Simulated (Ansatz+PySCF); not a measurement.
Results of a calculation; reference values are marked as such.
**Several solutions for singlet BH4(-)**

```xyz
5

B     0.0000    0.0000    0.0000
H     0.7229    0.7229    0.7229
H     0.7229   -0.7229   -0.7229
H    -0.7229    0.7229   -0.7229
H    -0.7229   -0.7229    0.7229
```

Basis set: aug-cc-pVDZ (spherical functions). Charge -1, multiplicity 1.

CASSCF(2,2) was run from several starts with Ansatz (development build ahead of 0.2.0) and PySCF 2.14.0. The starts are those of the Hartree–Fock orbitals from which the active space was taken at the frontier.

| run | program | start | converged | energy (hartree) | <S²> |
| --- | --- | --- | --- | --- | --- |
| A | Ansatz | search for the lowest state | yes | -26.99068 | 0.00 |
| B | Ansatz | atomic start, no search | yes | -26.99068 | 0.00 |
| C | Ansatz | stability test followed | yes | -26.99068 | 0.00 |
| D | PySCF | program defaults | yes | -26.97772 | 0.00 |

(1) Which runs reached the lowest solution of this kind, and what is wrong with the others?

Answers

(1) A, B, C reached the lowest solution found. Converged but too high: D by 0.35 eV. Convergence only shows a stationary point; in CASSCF the end hangs on which orbitals enter the active space. Caution: other starts end on other solutions of this active space.
